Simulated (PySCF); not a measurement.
Functional benchmark on one molecule

Molecule: SMILES c1ccpcc1, C₅H₅P.

Mapped SMILES: `[cH:1]1[cH:2][cH:3][p:4][cH:5][cH:6]1`; H(Xn) means a hydrogen on atom n.

Geometry PBE0-D3(BJ)/def2-SVP throughout; GIAO in PySCF 2.14.0 with density-fitted response routines, gas phase, one conformer, non-relativistic; equivalent atoms averaged; basis pcSseg-2.

Reference values (measured; solution, CHCl3; Yu. Yu. Rusakov, I. L. Rusakova, Phys. Chem. Chem. Phys. 2023, supporting information (pecS-n basis sets for 31P)): δ(P4) = 211.0 ppm vs 85 % H3PO4. Computed shifts are taken against H3PO4, calculated as an isolated molecule at each level.

Q: How do the functionals KT2, KT3, B97-D, B3LYP, PBE0, mPW1PW91 perform against the reference? Times are CPU seconds on 1 thread of an Arm Neoverse V2, shared host; the GGAs took longer than the global hybrids here, which isn't the general rule, and the cause wasn't traced.

A: 
```
functional           kind     P4  abs. error P  core-s
       KT2            GGA  183.6          27.4      40
       KT3            GGA  186.3          24.7      40
     B97-D            GGA  214.7           3.7      40
     B3LYP  global hybrid  231.6          20.6      27
      PBE0  global hybrid  221.8          10.8      27
  mPW1PW91  global hybrid  224.2          13.2      27
```

For 31P the closest is B97-D (3.7 ppm) and the furthest KT2 (27.4 ppm). One molecule is a small sample, and vibrational and solvent effects are absent from the calculation.
